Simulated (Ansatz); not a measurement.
A relaxation, step by step

CH5, doublet, PBE0-D4/def2-TZVP (Ansatz 0.2.0). Settings:

```yaml
hamiltonian: {xc: pbe0, dispersion: d4}
relax: {f_tol: 0.005, max_steps: 200}
```

Start, a step off a saddle point along its unstable mode:

H1  (1.022, 0.069, -0.685)
C2  (-0.625, -0.042, 0.419)
H3  (1.499, 0.101, -1.006)
H4  (-0.653, 1.052, 0.502)
H5  (-1.152, -0.543, -0.402)
H6  (-0.091, -0.636, 1.172)
(Å)

| step | energy less the last (meV) | largest force component (eV/Å) |
| --- | --- | --- |
| 1 | 990.8 | 9.611 |
| 2 | 126.7 | 1.340 |
| 3 | 40.8 | 0.630 |
| 4 | 20.4 | 0.499 |
| 5 | 11.6 | 0.450 |
| 6 (rejected trial) | 32.3 | 0.434 |
| 7 | 0.9 | 0.006 |
| 8 | 0.3 | 0.004 |
| 9 | 0.0 | 0.004 |
| 10 (rejected trial) | 2.5 | 0.097 |
| 11 | 0.0 | 0.001 |

Step 2, positions (Å) and forces (eV/Å):

```
atom       x       y       z      Fx      Fy      Fz
  H1   1.069   0.072  -0.717  -1.120  -0.075   0.751
  C2  -0.770  -0.052   0.517   0.337   0.023  -0.226
  H3   1.659   0.112  -1.113   1.340   0.090  -0.899
  H4  -0.673   1.039   0.515  -0.177  -0.449   0.093
  H5  -1.167  -0.540  -0.380   0.021   0.187   0.453
  H6  -0.117  -0.631   1.177  -0.401   0.224  -0.173
```

Step 3, positions (Å) and forces (eV/Å):

```json
{"atom": "H1", "x": "1.203", "y": "0.081", "z": "-0.807", "Fx": "-0.106", "Fy": "-0.007", "Fz": "0.071"}
{"atom": "C2", "x": "-0.762", "y": "-0.051", "z": "0.511", "Fx": "-0.028", "Fy": "-0.002", "Fz": "0.019"}
{"atom": "H3", "x": "1.820", "y": "0.122", "z": "-1.221", "Fx": "0.205", "Fy": "0.014", "Fz": "-0.137"}
{"atom": "H4", "x": "-0.775", "y": "1.045", "z": "0.584", "Fx": "-0.012", "Fy": "-0.630", "Fz": "-0.029"}
{"atom": "H5", "x": "-1.275", "y": "-0.552", "z": "-0.321", "Fx": "0.275", "Fy": "0.286", "Fz": "0.491"}
{"atom": "H6", "x": "-0.212", "y": "-0.645", "z": "1.254", "Fx": "-0.335", "Fy": "0.339", "Fz": "-0.414"}
```

Step 5, positions (Å) and forces (eV/Å):

```
atom       x       y       z      Fx      Fy      Fz
  H1   1.357   0.091  -0.910   0.020   0.001  -0.013
  C2  -0.827  -0.056   0.555  -0.022   0.001   0.015
  H3   1.978   0.133  -1.327   0.007   0.000  -0.005
  H4  -0.856   1.009   0.637  -0.010   0.450   0.033
  H5  -1.342  -0.544  -0.243  -0.217  -0.207  -0.340
  H6  -0.309  -0.634   1.289   0.222  -0.245   0.310
```

Last step (11):

```csv
atom,x (Å),y (Å),z (Å)
H1,1.4911,0.1003,-1.0001
C2,-0.8973,-0.0604,0.6019
H3,2.1110,0.1421,-1.4160
H4,-0.9219,1.0166,0.6817
H5,-1.4140,-0.5539,-0.2083
H6,-0.3689,-0.6447,1.3409
```

Hardware: 2 CPU threads of an AMD EPYC 7R43, shared host. Wall time about 9.5 s.
